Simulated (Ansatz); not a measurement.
Frontier orbitals of borazine, B$_{3}$H$_{6}$N$_{3}$.

Charge 0, multiplicity 1. The geometry is a stationary point of PBE0-D4/def2-TZVP. Basis def2-TZVPP, Ansatz.

```
functional  HOMO (eV)  LUMO (eV)
      PBE0      -8.15       0.35
```

**Question.** Give HOMO and LUMO (eV) with LDA (SPW92), PBE, revPBE, BLYP, r2SCAN, B97M-V, B3LYP, r2SCANh, r2SCAN0, HSE06 (plane-wave form), BHLYP, CAM-B3LYP, LC-ωPBE, ωB97X-V, ωB97M-V, HF. (Estimate.)

**Answer.** The calculation gave: 
```json
{"functional": "LDA (SPW92)", "HOMO": "-7.12", "LUMO": "-0.91"}
{"functional": "PBE", "HOMO": "-6.91", "LUMO": "-0.64"}
{"functional": "revPBE", "HOMO": "-6.84", "LUMO": "-0.53"}
{"functional": "BLYP", "HOMO": "-6.74", "LUMO": "-0.48"}
{"functional": "r2SCAN", "HOMO": "-7.14", "LUMO": "-0.25"}
{"functional": "B97M-V", "HOMO": "-7.20", "LUMO": "-0.28"}
{"functional": "B3LYP", "HOMO": "-7.90", "LUMO": "0.13"}
{"functional": "r2SCANh", "HOMO": "-7.61", "LUMO": "0.09"}
{"functional": "r2SCAN0", "HOMO": "-8.33", "LUMO": "0.58"}
{"functional": "HSE06 (plane-wave form)", "HOMO": "-7.75", "LUMO": "-0.03"}
{"functional": "BHLYP", "HOMO": "-9.28", "LUMO": "1.38"}
{"functional": "CAM-B3LYP", "HOMO": "-9.51", "LUMO": "1.42"}
{"functional": "LC-ωPBE", "HOMO": "-10.92", "LUMO": "2.56"}
{"functional": "ωB97X-V", "HOMO": "-10.53", "LUMO": "2.47"}
{"functional": "ωB97M-V", "HOMO": "-10.46", "LUMO": "1.98"}
{"functional": "HF", "HOMO": "-11.16", "LUMO": "2.99"}
```

B3LYP here is the variant with VWN-RPA as its local correlation; programs differ in this. LC-ωPBE has ω = 0.4 bohr⁻¹. Positive LUMOs are unbound and depend on the basis.
